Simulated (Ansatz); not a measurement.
# One shape, several levels: [NH2]− (SMILES [NH2-])

Aim: a comparison of 6 runs (HF/3-21G, B3LYP/6-31G*, BLYP/aug-cc-pVTZ, SVWN5/aug-cc-pVTZ, revPBE/aug-cc-pVTZ, wB97X/aug-cc-pVTZ) of [NH2]−. 

Program for the calculation: Ansatz 0.2.0.

## Step 1: The structure to begin with

The species is [NH2]− (3 atoms), meant as a singlet with charge -1. SMILES: `[NH2-]`. One bond was lengthened or shortened from a relaxed shape.

Bond lengths: N1–H2 1.181 Å, N1–H3 1.027 Å. Angles: H2–N1–H3 101.8°.

## Step 2: A single-point energy at HF/3-21G (run 1)

Input file job.yaml:

```yaml
crystal:
  periodic: [false, false, false]
  atoms:
    - symbol: N
      position_ang: [0.374704, -0.353627, 0.170605]
    - symbol: H
      position_ang: [0.125500, 0.801200, 0.156000]
    - symbol: H
      position_ang: [-0.435196, -0.748827, -0.322795]
basis:
  gaussian:
    orbitals: 3-21G.json
total_charge: -1
hamiltonian:
  xc: hf
accuracy: high
output: {orbitals: {seedname: orbitals}}
```

The basis set 3-21G is read from a file made from the Basis Set Exchange's data (not shown).

The run is started by

```
$ ansatz run job.yaml --threads 1 --pin off --max-ram 3480MiB --events-out events.jsonl --progress --plain --runs-dir runs
```

The program printed:

```text
Warning: RAYON_NUM_THREADS=1 ignored (pool sized by the plan → 1); use --threads N
Functional definition: HF
  name "HF"
  exchange = exact_x
  correlation = 0
249 factors; integrals over basis functions are off by at most 9.5e-9 eV
mean field evaluation 1: about -1499.6593 eV, gradient 1.2e1 eV
mean field evaluation 2: about -1499.6640 eV, gradient 1.2e1 eV
mean field evaluation 4: about -1500.1302 eV, gradient 5.1e-1 eV
mean field evaluation 8: about -1500.1311 eV, gradient 4.7e-4 eV
mean field -1500.13109807 eV, -55.1288010286 hartree, gradient 3.6e-8 eV, S^2 0.000000; 0 other end points of the search recorded, 0 dependent functions left out
reference -1500.13109807 eV, -55.1288010286 hartree; 5, 5 occupied and 8, 8 virtual orbitals, 249 factors
Total energy: -1500.13109807 eV, -55.1288010286 hartree
```

Wall time 0.06 s (1 thread of Arm Neoverse V1, shared host).

## Step 3: A single-point energy at B3LYP/6-31G(d) (spherical functions) (run 2)

Input file run.yaml:

```yaml
crystal:
  periodic: [false, false, false]
  atoms:
    - symbol: "N"
      position_ang: [0.374704, -0.353627, 0.170605]
    - symbol: H
      position_ang: [0.125500, 0.801200, 0.156000]
    - symbol: H
      position_ang: [-0.435196, -0.748827, -0.322795]
basis:
  gaussian:
    orbitals: 6-31G_st_-spherical.json
hamiltonian:
  xc: {name: B3LYP}
output:
  orbitals: {seedname: orbitals}
accuracy: high
total_charge: -1
```

The basis set 6-31G* is read from a file made from the Basis Set Exchange's data (not shown).

The run is started by

```
$ ansatz run run.yaml --threads 1 --pin off --max-ram 3480MiB --events-out events.jsonl --progress --plain --runs-dir runs
```

The program printed:

```text
Warning: RAYON_NUM_THREADS=1 ignored (pool sized by the plan → 1); use --threads N
Functional definition: B3LYP
  name "B3LYP"
  parameter a0 = 0.2
  parameter ax = 0.72
  parameter ac = 0.81
  exchange = (1 - a0 - ax)*slater_x + ax*b88_x + a0*exact_x
  correlation = (1 - ac)*vwn_rpa_c + ac*lyp_c
334 factors; integrals over basis functions are off by at most 2.7e-9 eV
mean field evaluation 1: about -1519.0664 eV, gradient 6.9e0 eV
mean field evaluation 2: about -1519.1658 eV, gradient 2.8e0 eV
mean field evaluation 4: about -1519.1823 eV, gradient 3.1e-1 eV
mean field evaluation 8: about -1519.1807 eV, gradient 3.6e-4 eV
mean field evaluation 16: about -1519.1807 eV, gradient 2.8e-8 eV
mean field -1519.18066592 eV, -55.8288597348 hartree, gradient 2.8e-8 eV, S^2 0.000000; 0 other end points of the search recorded, 0 dependent functions left out
reference -1519.18068901 eV, -55.8288605835 hartree; 5, 5 occupied and 13, 13 virtual orbitals, 334 factors
Total energy: -1519.18068901 eV, -55.8288605835 hartree
```

It took 0.44 s on 1 thread of Arm Neoverse V1, shared host.

Runs 3 to 4 aren't shown in full; the table further down has their settings and results.

## Step 4: The energy at revPBE/aug-cc-pVTZ (run 5)

Input file in.yaml:

```yaml
crystal:
  periodic: [false, false, false]
  atoms:
    - {symbol: N, position_ang: [0.374704, -0.353627, 0.170605]}
    - {symbol: H, position_ang: [0.125500, 0.801200, 0.156000]}
    - {symbol: H, position_ang: [-0.435196, -0.748827, -0.322795]}
basis:
  gaussian: {orbitals: aug-cc-pVTZ}
total_charge: -1
hamiltonian: {xc: {name: revPBE}}
accuracy: high
output: {orbitals: {seedname: orbitals}}
```

The run is started by

```
$ ansatz run in.yaml --threads 1 --pin off --max-ram 3480MiB --events-out events.jsonl --progress --plain --runs-dir runs
```

The program printed:

```text
Warning: RAYON_NUM_THREADS=1 ignored (pool sized by the plan → 1); use --threads N
Functional definition: revPBE
  name "revPBE"
  parameter kappa = 1.245
  parameter beta = 0.06672455060314922
  exchange = pbe_x(kappa = kappa, mu = beta*pi^2/3)
  correlation = pbe_c(beta = beta)
1374 factors; integrals over basis functions are off by at most 3.5e-9 eV
mean field evaluation 1: about -1521.0516 eV, gradient 1.1e1 eV
mean field evaluation 2: about -1519.6123 eV, gradient 2.8e1 eV
mean field evaluation 4: about -1521.2496 eV, gradient 2.2e-1 eV
mean field evaluation 8: about -1521.2485 eV, gradient 1.4e-2 eV
mean field evaluation 16: about -1521.2485 eV, gradient 8.2e-7 eV
mean field evaluation 32: about -1505.1719 eV, gradient 4.7e1 eV
mean field -1521.24847979 eV, -55.9048504931 hartree, gradient 9.3e-8 eV, S^2 0.000000; 4 other end points of the search recorded, 0 dependent functions left out
reference -1521.24848365 eV, -55.9048506348 hartree; 5, 5 occupied and 87, 87 virtual orbitals, 1374 factors
Total energy: -1521.24848365 eV, -55.9048506348 hartree
```

Wall time 4.5 s (1 thread of Arm Neoverse V1, shared host); peak memory 0.16 GiB.

## Step 5: The energy at wB97X/aug-cc-pVTZ (run 6)

Input file in.yaml:

```yaml
crystal:
  periodic: [false, false, false]
  atoms:
    - symbol: "N"
      position_ang: [0.374704, -0.353627, 0.170605]
    - symbol: H
      position_ang: [0.125500, 0.801200, 0.156000]
    - symbol: H
      position_ang: [-0.435196, -0.748827, -0.322795]
basis:
  gaussian:
    orbitals: aug-cc-pVTZ
total_charge: -1
hamiltonian:
  xc: {name: wB97X}
accuracy: high
output: {orbitals: {seedname: orbitals}}
```

The run is started by

```
$ ansatz run in.yaml --threads 1 --pin off --max-ram 3480MiB --events-out events.jsonl --progress --plain --runs-dir runs
```

The program printed, cut to the lines that bear on the results:

```text
Warning: RAYON_NUM_THREADS=1 ignored (pool sized by the plan → 1); use --threads N
Functional definition: wB97X
  name "wB97X"
[...]
      + exact_x_lr(omega)
[...]
      + integral(e_c_pw_opposite_spin*poly(b97_u_opposite, 1, cos1, cos2, cos3, cos4))
1374 factors; integrals over basis functions are off by at most 3.5e-9 eV
278 factors; integrals over basis functions are off by at most 2.0e-9 eV
[...]
mean field -1520.96705592 eV, -55.8945083567 hartree, gradient 3.8e-8 eV, S^2 0.000000; 0 other end points of the search recorded, 0 dependent functions left out
reference -1520.96705328 eV, -55.8945082596 hartree; 5, 5 occupied and 87, 87 virtual orbitals, 1374 factors
Total energy: -1520.96705328 eV, -55.8945082596 hartree
```

Run time: 6.9 s. Hardware: 1 thread of Arm Neoverse V1, shared host; peak memory 0.24 GiB.

## Step 6: The series

```tsv
run	level	energy (Eh)	HOMO energy (eV)	LUMO energy (eV)	HOMO–LUMO gap (eV)	wall time
1	HF/3-21G	-55.128801	0.57	15.81	15.24	0.06 s
2	B3LYP/6-31G* (spherical functions)	-55.828861	4.37	9.99	5.62	0.44 s
3	BLYP/aug-cc-pVTZ	-55.904966	2.59	3.31	0.72	4.5 s
4	SVWN5/aug-cc-pVTZ	-55.453196	2.37	3.32	0.95	3 s
5	revPBE/aug-cc-pVTZ	-55.904851	2.60	3.27	0.67	4.5 s
6	wB97X/aug-cc-pVTZ	-55.894508	-0.98	4.69	5.67	6.9 s
```

## Step 7: Outcome

| quantity | value |
| --- | --- |
| run 6: total energy | -55.89451 Eh |
| run 6: HOMO energy | -0.98 eV |
| run 6: LUMO energy | 4.69 eV |
| run 6: HOMO–LUMO gap (to an unbound level, set by the basis) | 5.67 eV |

The HOMO–LUMO gap runs from 0.67 eV (revPBE/aug-cc-pVTZ) to 15.24 eV (HF/3-21G). The two ends differ in method and basis. The empty levels of an anion lie above zero and hang on the basis. Totals of different functionals can't be ranked against each other. In runs 1, 2, 3, 4, 5 the HOMO lies above zero, so the outermost electron may be held by the basis alone. All runs together took 19 s, the longest 6.9 s.
